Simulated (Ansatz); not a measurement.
# Structure relaxation of Na2Sc

Method: DFT PBE, scalar-relativistic, plane waves, PAW (Ansatz 0.2.0). Cutoff 420 eV, Γ-centred k mesh, Gaussian smearing, no spin polarisation in the final step.

This is the end of a relaxation of cell and atoms.

```
Na Sc
1.0
     0.00000    4.43607    4.43607
     4.43607    0.00000    4.43607
     4.43607    4.43607    0.00000
Na Sc
4 2
Direct
  0.62500 0.62500 0.62500
  0.12500 0.62500 0.62500
  0.62500 0.62500 0.12500
  0.62500 0.12500 0.62500
  0.00000 0.00000 0.00000
  0.25000 0.25000 0.25000
```

Formation energies are uncorrected and refer to the elements' standard structures at the same level.

(1) What space group does it have?

(2) What is its formation energy per atom?

(3) Is it a metal?

## Answers

(1) Fd-3m (No. 227). Conventional cell: a = 8.872 Å. Na is coordinated by 6 Na at 3.14 Å and 6 Sc at 3.68 Å; Sc is coordinated by 12 Na at 3.68 Å and 4 Sc at 3.84 Å.

(2) 0.46 eV/atom.

(3) Yes, bands cross the Fermi level on the 8×8×8 mesh.

The final run used a 8×8×8 mesh on its 6-atom cell and 0.10 eV smearing. The k mesh leaves about 4 meV/atom of noise in metals. The cell came from a trial start, so Na2Sc may not exist in this structure.

Cost: 3 runs of about 1 core-minutes in all, on Arm Neoverse V2 (shared hosts).